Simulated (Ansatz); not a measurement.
System: hcp Os. Method: r²SCAN+rVV10 (plane waves, PAW; Ansatz, a program for electronic structure).

Settings: plane-wave cutoff 560 eV, 24×24×14 k mesh (along the axes of the cell as run), Fermi–Dirac smearing 0.05 eV, no spin polarisation, scalar-relativistic PAW data made under PBE.

Response to compression and expansion:

Shape and atoms are relaxed at each volume.

| V (Å³/atom) | P (GPa) | c (Å) | a (Å) |
|---|---|---|---|
| 13.358 | 19.70 | 4.256 | 2.692 |
| 13.636 | 9.29 | 4.282 | 2.712 |
| 13.915 | 0.00 | 4.308 | 2.731 |
| 14.193 | -8.28 | 4.333 | 2.750 |
| 14.471 | -15.66 | 4.358 | 2.769 |

Note: the bulk modulus comes from volumes at which shape and atoms were relaxed.
